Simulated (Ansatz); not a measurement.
Input file for Ansatz (an electronic-structure program): R-B3LYP-D3(BJ)/def2-TZVP on BF3 (SMILES FB(F)F).

Ansatz 0.2 input:
```yaml
crystal:
  periodic: [false, false, false]
  atoms:
    - {symbol: B, position_ang: [0.00083690, 0.00756237, -0.01072414]}
    - {symbol: F, position_ang: [-1.11731776, -0.72154012, -0.01534940]}
    - {symbol: F, position_ang: [-0.01159569, 1.24390646, -0.50506620]}
    - {symbol: F, position_ang: [1.08468575, -0.47980474, 0.48910661]}
basis:
  gaussian:
    orbitals: def2-TZVP
hamiltonian:
  xc: b3lyp
  dispersion: d3bj
relax: {f_tol: 0.003, max_steps: 120}
```

Question: Give the final energy of this run.

Answer: -324.7162 hartree.

Question: How many basis functions does it have, and what does it roughly cost on one machine?

Answer: 124 functions; roughly 14 core-seconds.
